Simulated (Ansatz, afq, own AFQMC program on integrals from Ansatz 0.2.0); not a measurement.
## Where AFQMC and coupled cluster stand for CH₅Al, singlet

```xyz
7

Al    0.0000    0.0002    0.7393
C     0.0000   -0.0075   -1.4573
H     0.0000    1.5585    1.6225
H     0.0000   -1.5231    1.6809
H     0.0000   -1.1379   -1.9410
H    -0.9852    0.5931   -1.8941
H     0.9852    0.5931   -1.8941
```

Basis 6-31G. Only valence electrons are correlated. Ansatz 0.2.0 and our own AFQMC program on the same integrals; the CISD trial comes from CCSD amplitudes, and released means the phaseless constraint is let go. Error bars are statistical, one sigma.

Determinant: RHF, the one that the program's search chose, which needn't be the lowest solution. The geometry is a point of a scan.

No full CI on the walks' own integrals is used here; CCSDT(Q) serves as the reference and is uncertain by about the last step of the cluster series.

* T1 diagnostic: 0.0113
* weight of the determinant in the CISD state: 0.888
* size of the correlated space: 12 electrons in 26 orbitals

Reference: CCSDT(Q), correlation energy -4.970 eV. The released energy is read at 2.40 1/Eh (meV from the phaseless value at times in 1/Eh: 13 ± 11 at 0.24, 17 ± 9 at 0.51, 10 ± 8 at 0.99, 13 ± 9 at 1.62, 24 ± 11 at 2.40).

```tsv
level	E − E(reference) (kJ/mol)	share of correlation (%)
HF	479.5	0.00
MP2	102.3	78.67
CCSD	13.2	97.26
CCSD(T)	2.4	99.50
CCSDT	0.5	99.89
ph-AFQMC/CISD	-1.7 ± 1.1	100.36
released AFQMC	0.6 ± 1.1	99.87
```

A walk keeps the symmetry of its determinant, which the program's search chose and which needn't be the lowest solution, so a lower state of the same spin and another symmetry isn't excluded. Released energies are given only where the last usable release times agree within the noise; a slower fall can still hide under it.
